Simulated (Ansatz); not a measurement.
## H7Si3, SMILES [SiH3][SiH][SiH3]: a rigid scan of one bond length, step by step

Computed with Ansatz's Python interface.

Typed at the interpreter:
```pycon
>>> import warnings
>>> import ansatz
>>> from ase import Atoms
>>> import numpy as np
>>> warnings.simplefilter("ignore", ansatz.DeckWarning)
>>> atoms = Atoms(["Si", "Si", "Si", "H", "H", "H", "H", "H", "H", "H"], positions=[
...     [-1.2075, 0.7367, -1.082],
...     [0.751, -0.2989, -0.8949],
...     [0.8572, -0.9318, 1.2875],
...     [-2.2878, -0.1312, -0.735],
...     [-1.4544, 1.2145, -2.5169],
...     [-1.3049, 1.9867, -0.2062],
...     [1.9199, 0.5906, -1.2768],
...     [-0.2028, -1.8195, 1.6288],
...     [0.8501, 0.269, 2.2379],
...     [2.1622, -1.6672, 1.5606],
... ])
>>> molecule = ansatz.Crystal.molecule_from_ase(atoms)
>>> symbols = [site.symbol for site in molecule.cartesian_sites]
>>> start = np.array([site.position_ang for site in molecule.cartesian_sites])
>>> axis = (start[7] - start[2]) / np.linalg.norm(start[7] - start[2])
>>> moving = [7]
>>> lengths, energies = [1.21, 1.31, 1.42, 1.57, 1.78, 2.14, 2.56, 3.13], []
>>> for length in lengths:
...     xyz = start.copy()
...     xyz[moving] += (length - np.linalg.norm(start[7] - start[2])) * axis
...     point = ansatz.Crystal.molecule()
...     for symbol, place in zip(symbols, xyz):
...         point = point.atom(symbol, place.tolist())
...     model = (
...         point.calculation()
...         .basis(gaussian="6-31G*")
...         .functional("pbe")
...         .spin("collinear", total=1)
...     )
...     data = model.run().report
...     energies.append(data["free_energy_ev"])
...     print(f"r = {length:6.3f} A  E = {energies[-1]:.5f} eV  <S^2> = {abs(data['mean_field']['state']['spin_squared']):.3f}")
...
r =  1.210 A  E = -23729.86000 eV  <S^2> = 0.753
r =  1.310 A  E = -23730.59384 eV  <S^2> = 0.753
r =  1.420 A  E = -23730.95090 eV  <S^2> = 0.753
r =  1.570 A  E = -23730.97715 eV  <S^2> = 0.753
r =  1.780 A  E = -23730.56280 eV  <S^2> = 0.753
r =  2.140 A  E = -23729.49289 eV  <S^2> = 0.753
r =  2.560 A  E = -23728.32411 eV  <S^2> = 0.754
r =  3.130 A  E = -23727.43720 eV  <S^2> = 1.481
>>> print("energy above the lowest point (eV):", [round(e - min(energies), 3) for e in energies])
energy above the lowest point (eV): [1.117, 0.383, 0.026, 0.0, 0.414, 1.484, 2.653, 3.54]
```

Notes:
- Total energies depend on the basis set; only differences at equal settings carry meaning.
- The rest of the molecule is held rigid at a force-field or estimated start geometry, and the basis set is modest; single-reference methods fail as a bond breaks.
- The species is open-shell (spin multiplicity 2).
- The expectation value of S² is noticeably off S(S+1) in at least one run, so that state is spin-contaminated.
- Hardware and time: 21 s on 1 thread of Intel(R) Xeon(R) Processor @ 2.30GHz, with other jobs on the host, peak memory 0.29 GiB.
